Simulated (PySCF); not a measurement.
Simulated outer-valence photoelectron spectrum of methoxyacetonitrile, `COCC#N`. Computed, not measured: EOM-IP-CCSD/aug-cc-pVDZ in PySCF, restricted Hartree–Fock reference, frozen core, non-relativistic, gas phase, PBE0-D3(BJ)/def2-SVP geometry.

Each root has a Gaussian of 0.5 eV full width with its one-hole share as area; cross sections and vibrations are left out, and the highest printed point is 100.

```csv
ionisation energy (eV),intensity
10.2,1
10.4,6
10.6,28
10.8,56
11.0,45
11.2,15
11.4,2
11.6,1
11.8,11
12.0,40
12.2,59
12.4,46
12.6,52
12.8,86
13.0,100
13.2,93
13.4,74
13.6,38
13.8,9
14.0,1
14.2,5
14.4,25
14.6,54
14.8,49
15.0,25
15.2,34
15.4,57
15.6,42
15.8,13
16.0,2
16.2,0
16.4,0
16.6,0
16.8,0
17.0,5
17.2,26
17.4,55
17.6,47
17.8,16
18.0,2
18.2,0
```

Question: Where are the maxima, and how many lines lie under the curve?

Answer: 6 maxima, at 10.9, 12.2, 13.0, 14.7, 15.4 and 17.5 eV, from 8 lines. At this width some lines have no maximum of their own.

Question: List the lines with their holes.

Answer: 
```tsv
E (eV)	leading hole (HF orbital)	area	Koopmans (eV)
10.85	HOMO-1	0.95	12.74
12.18	HOMO	0.96	12.61
12.79	HOMO-2	0.96	13.00
13.06	HOMO-3	0.94	14.26
13.39	HOMO-4	0.94	15.38
14.67	HOMO-5	0.96	15.71
15.43	HOMO-6	0.95	16.75
17.46	HOMO-7	0.95	19.00
```

The widest gap, 2.03 eV, lies between 15.43 and 17.46 eV. Only orbitals with −ε under 21 eV, eight at most, were ionised, so the high end of the curve may lack lines.

The values belong to the conformer `[CH3:1][O:2][CH2:3][C:4]#[N:5]`: C1–O2–C3–C4 -67°.
